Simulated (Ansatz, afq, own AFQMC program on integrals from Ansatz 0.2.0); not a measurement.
## CHB, singlet in 6-31G, levels against full CI

```yaml
atoms:
  - { symbol: B, position_ang: [0.0000, 0.1476, 1.2045] }
  - { symbol: C, position_ang: [0.0000, -0.1734, -0.9335] }
  - { symbol: H, position_ang: [0.0000, 0.4835, -1.7948] }
```

Connectivity, by distances: B ··· CH.

Basis 6-31G. Noble-gas cores (and the filled d shells of Ga–Kr and In–Xe) are frozen. Ansatz 0.2.0 and our own AFQMC program on the same integrals; the CISD trial comes from CCSD amplitudes, and released means the phaseless constraint is let go. ± is one standard error of the sampling.

Determinant: RHF, the one that the program's search chose, which needn't be the lowest solution. The geometry is a point of a scan.

Full CI on the same integrals is exact in this basis and with this determinant's frozen core.

Cautions: another spin lies lower; restricted determinant unstable towards unrestricted (UHF 1.15 eV lower, ⟨S²⟩ 1.26); strong correlation (T1 0.039, weight of the determinant 0.83, largest double 0.10); the CCSDT(Q) amplitudes may be one of several solutions (largest double 0.71); the CCSDTQ amplitudes may be one of several solutions (largest double 0.87); the ph-AFQMC/CISD walk drifts between its halves (2.5 errors); the released energy hasn't reached full CI (97 meV above it at 2.40 1/Eh), so no released level is given (meV from the phaseless value at times in 1/Eh: -6 ± 5 at 0.24, -9 ± 5 at 0.51, -31 ± 7 at 0.99, -35 ± 8 at 1.62, -31 ± 9 at 2.40); CCSDTQ on the UHF determinant differs (1.12 eV lower), perhaps since the unrestricted series falls towards higher spin.

- T1 diagnostic: 0.0395
- weight of the determinant in the CISD state: 0.833
- size of the correlated space: 8 electrons in 18 orbitals

Reference: full CI, correlation energy -4.341 eV.

```tsv
level	E − E(reference) (kJ/mol)	share of correlation (%)
HF	418.9	0.00
MP2	140.9	66.37
CCSD	30.5	92.72
CCSD(T)	15.6	96.27
CCSDT	1.8	99.58
CCSDT(Q)	-2.5	100.60
CCSDTQ	-0.2	100.05
ph-AFQMC/CISD	12.3 ± 0.6	97.06
```

CCSDT and higher add their correlation energy to the determinant of the CCSD(T) run, since their own runs factorise the integrals more tightly (a shift of under 2 meV). A walk keeps the symmetry of its determinant, which the program's search chose and which needn't be the lowest solution, so a lower state of the same spin and another symmetry isn't excluded.
